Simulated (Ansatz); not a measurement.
Compare A (`C/C(=C/F)CO`) with its isomer B (`CC/C=C(/O)F`).

Program: Ansatz. Geometries: PBE0-D4/def2-TZVP. ΔE: electronic, gas phase. CCSD(T)/CBS adds triple-zeta CCSD(T) − MP2 to the extrapolated MP2 energy (def2 sets, frozen cores). Double bonds are as drawn, so ΔE can hold a change between cis and trans. DFT in def2-TZVPP. B3LYP here is the variant with VWN-RPA as its local correlation; programs differ in this. One conformer a species, not always the lowest.

Problem. Which isomer does CCSD(T)/CBS put lower? Give the gap. (An estimate is asked.)

Solution. Computed: B, by 6.4 kcal/mol.

Problem. Give E(B) − E(A) in kcal/mol with PBE0-D4, CCSD/def2-TZVPP, PBE-D4, HF/def2-TZVPP, B3LYP, MP2/def2-TZVPP, CCSD(T)/def2-TZVPP. (Estimate.)

Solution. Computed: PBE0-D4 -8.1, CCSD/def2-TZVPP -6.7, PBE-D4 -7.8, HF/def2-TZVPP -7.4, B3LYP -7.5, MP2/def2-TZVPP -7.1, CCSD(T)/def2-TZVPP -6.6. None reverses the order clearly.

Largest T1 diagnostic: 0.011.
